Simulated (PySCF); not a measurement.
# Si2H6O (disilanol): levels of theory compared

Wanted: a comparison of 6 runs (B3LYP/def2-SVPD, CAM-B3LYP/def2-SVPD, M06-L/def2-SVPD, PBE0/def2-SVPD, SVWN5/def2-SVPD, TPSS/def2-SVPD) of Si2H6O (disilanol). Input form: a Python script.

Program for the calculation: PySCF 2.14.0.

1 further run of the same task is left out (set aside as unsound or not needed).

## (1) Starting point

The species is Si2H6O (9 atoms), meant as a singlet with charge 0. As SMILES, `O[SiH2][SiH3]`. The shape is that of a PBE0-D4/def2-TZVP optimisation. This is one conformer, not always the lowest.

Bond lengths: O1–Si2 1.654 Å, Si2–Si3 2.347 Å, O1–H4 0.958 Å, Si2–H5 1.493 Å, Si2–H6 1.484 Å, Si3–H7 1.489 Å, Si3–H8 1.491 Å, Si3–H9 1.488 Å. Some angles: O1–Si2–Si3 112.4°, O1–Si2–H5 111.3°, O1–Si2–H6 105.5°, Si3–Si2–H5 108.5°, Si3–Si2–H6 110.6°, Si2–O1–H4 117.6°, Si2–Si3–H7 110.0°, Si2–Si3–H8 110.1°, Si2–Si3–H9 111.4°, H5–Si2–H6 108.5°.

## (2) A single-point energy at B3LYP/def2-SVPD (run 1)

Input file input.py:

```python
from pyscf import gto, dft

mol = gto.M(
    atom='''
O   -1.609000   1.039900  -0.762000
Si   0.004800   0.933100  -0.415900
Si   0.544200  -1.038400   0.738600
H   -1.996600   0.341400  -1.290800
H    0.830600   0.994500  -1.657800
H    0.311400   2.125200   0.413000
H    2.012900  -1.104800   0.974500
H    0.146200  -2.228200  -0.066200
H   -0.156000  -1.109100   2.049500
''',
    charge=0,
    basis='def2-svpd',
    max_memory=1860,
    verbose=3,
)

ks = dft.RKS(mol)
ks.xc = 'b3lyp'
ks.conv_tol = 1e-10
ks.grids.level = 5
ks.kernel()
if not ks.converged:
    ks = ks.newton().run(ks.mo_coeff, ks.mo_occ)

e_tot = ks.e_tot
print('E = %.10f Eh' % e_tot)
```

Run with:

```console
$ OMP_NUM_THREADS=1 python input.py
```

Log:

```text
converged SCF energy = -657.654143205533
E = -657.6541432055 Eh
```

It took 25 s on 1 thread of Intel Xeon at 2.70GHz, shared host; peak memory 0.66 GiB.

## (3) A single-point energy at CAM-B3LYP/def2-SVPD (run 2)

Input file input.py:

```python
from pyscf import gto, dft

system = gto.Mole()
system.atom = '''
O     -3.040569     1.965126    -1.439971
Si     0.009071     1.763303    -0.785937
Si     1.028389    -1.962292     1.395752
H     -3.773027     0.645152    -2.439258
H      1.569607     1.879333    -3.132788
H      0.588461     4.016046     0.780457
H      3.803830    -2.087769     1.841538
H      0.276278    -4.210688    -0.125100
H     -0.294797    -2.095895     3.872994
'''
system.verbose = 3
system.basis = 'def2-svpd'
system.max_memory = 1860
system.unit = 'bohr'
system.build()

mf = dft.RKS(system, xc='cam-b3lyp')
mf.grids.level = 5
mf.conv_tol = 1e-10
mf.kernel()
if not mf.converged:
    mf = mf.newton().run(mf.mo_coeff, mf.mo_occ)

e_final = mf.e_tot
print('E(%s) = %.9f' % ('CAM-B3LYP', e_final))
```

Run with:

```console
$ OMP_NUM_THREADS=1 python input.py
```

Log:

```text
converged SCF energy = -657.589727438658
E(CAM-B3LYP) = -657.589727439
```

Wall time 37 s (1 thread of Intel Xeon at 2.70GHz, shared host); peak memory 0.66 GiB.

## (4) A single-point energy at M06-L/def2-SVPD (run 3)

Input file run.py:

```python
# O[SiH2][SiH3]
from pyscf import gto, dft

system = gto.Mole()
system.atom = '''
O     -3.040569     1.965126    -1.439971
Si     0.009071     1.763303    -0.785937
Si     1.028389    -1.962292     1.395752
H     -3.773027     0.645152    -2.439258
H      1.569607     1.879333    -3.132788
H      0.588461     4.016046     0.780457
H      3.803830    -2.087769     1.841538
H      0.276278    -4.210688    -0.125100
H     -0.294797    -2.095895     3.872994
'''
system.charge = 0
system.verbose = 4
system.max_memory = 1860
system.basis = 'def2-svpd'
system.unit = 'bohr'
system.build()

ks = dft.RKS(system)
ks.xc = 'm06-l'
ks.conv_tol = 1e-10
ks.grids.level = 5
ks.kernel()
if not ks.converged:
    ks = ks.newton().run(ks.mo_coeff, ks.mo_occ)

etot = ks.e_tot
print('E(%s) = %.9f' % ('M06-L', etot))
```

Run with:

```console
$ OMP_NUM_THREADS=1 python run.py
```

Log:

```text
PySCF version 2.14.0

[... 77 lines left out ...]
converged SCF energy = -657.599432102389
E(M06-L) = -657.599432102
```

It took 43 s on 1 thread of Intel Xeon at 2.70GHz, shared host; peak memory 0.69 GiB.

Runs 4 to 5 aren't shown in full; the table further down has their settings and results.

## (5) The energy at TPSS/def2-SVPD (run 6)

Input file calc.py:

```python
from pyscf import gto, dft

mol = gto.M(
    atom='''
O     -1.609000     1.039900    -0.762000
Si     0.004800     0.933100    -0.415900
Si     0.544200    -1.038400     0.738600
H     -1.996600     0.341400    -1.290800
H      0.830600     0.994500    -1.657800
H      0.311400     2.125200     0.413000
H      2.012900    -1.104800     0.974500
H      0.146200    -2.228200    -0.066200
H     -0.156000    -1.109100     2.049500
''',
    max_memory=1860,
    verbose=3,
    basis='def2-svpd',
)

calc0 = dft.RKS(mol)
calc0.xc = 'tpss'
calc0.grids.level = 5
calc0.conv_tol = 1e-10
calc0.kernel()
if not calc0.converged:
    calc0 = calc0.newton().run(calc0.mo_coeff, calc0.mo_occ)

e_tot = calc0.e_tot
print('E = %.10f Eh' % e_tot)
```

Run with:

```console
$ OMP_NUM_THREADS=1 python calc.py
```

Log:

```text
converged SCF energy = -657.672929831715
E = -657.6729298317 Eh
```

Run time: 46 s. Hardware: 1 thread of Intel Xeon at 2.70GHz, shared host; peak memory 0.69 GiB.

## (6) The series

```
run                level  energy (Eh)  dipole moment (D)  HOMO energy (eV)  LUMO energy (eV)  wall time
  1      B3LYP/def2-SVPD  -657.654143               1.18             -7.71             -0.73       25 s
  2  CAM-B3LYP/def2-SVPD  -657.589727               1.21             -9.21              0.40       37 s
  3      M06-L/def2-SVPD  -657.599432               1.16             -6.83             -0.74       43 s
  4       PBE0/def2-SVPD  -657.277720               1.18             -7.90             -0.51       25 s
  5      SVWN5/def2-SVPD  -654.700522               1.16             -6.75             -1.50       14 s
  6       TPSS/def2-SVPD  -657.672930               1.14             -6.81             -1.11       46 s
```

## (7) Summary of results

| quantity | value |
| --- | --- |
| run 6: total energy | -657.67293 Eh |
| run 6: dipole moment | 1.14 D |
| run 6: HOMO energy | -6.81 eV |
| run 6: LUMO energy | -1.11 eV |
| run 6: HOMO–LUMO gap | 5.70 eV |

The dipole moment (its size) runs from 1.14 D (TPSS/def2-SVPD) to 1.21 D (CAM-B3LYP/def2-SVPD). The HOMO–LUMO gap runs from 5.25 eV (SVWN5/def2-SVPD) to 9.61 eV (CAM-B3LYP/def2-SVPD). Totals of different functionals can't be ranked against each other. All runs together took 3.2 min, the longest 46 s.
